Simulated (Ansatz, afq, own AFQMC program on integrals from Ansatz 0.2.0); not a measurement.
**Al, doublet → Al⁻, triplet**

A free Al atom.

E(triplet, charge -1) − E(doublet, charge +0) at this geometry, on UHF and UHF determinants.

Basis aug-cc-pVDZ. Only valence electrons are correlated. Ansatz 0.2.0 and our own AFQMC program on the same integrals; the CISD trial comes from CCSD amplitudes, and released means the phaseless constraint is let go. Uncertainties: one standard error, sampling alone. The errors of all members are added in quadrature.

Full CI on the same integrals is exact in this basis and with this determinant's frozen core.

Errors are counted within aug-cc-pVDZ, not against nature.

Cautions: Al (doublet): the released energies have errors that jump between times, so the bars are unsure, so no released level is given (meV from the phaseless value at times in 1/Eh: -0.8 ± 0.8 at 0.24, -1.3 ± 0.8 at 0.51, 3 ± 5 at 0.99, -2.5 ± 0.7 at 1.62, -3.0 ± 0.6 at 2.40), though the last usable value meets full CI within the noise.

Reference (full CI): -0.378 eV.

```tsv
level	vertical energy of electron attachment (eV)	error against FCI (eV)
HF	-0.021	0.357
MP2	-0.314	0.064
CCSD	-0.334	0.044
CCSD(T)	-0.364	0.014
ph-AFQMC/HF	-0.376 ± 0.022	0.002 ± 0.022
ph-AFQMC/CISD	-0.370 ± 0.002	0.008 ± 0.002
```

Correlation beyond CCSD(T) takes off 0.014 eV. The perturbative (T) step is worth −0.030 eV.

A walk keeps the symmetry of its determinant, which the program's search chose and which needn't be the lowest solution, so a lower state of the same spin and another symmetry isn't excluded.
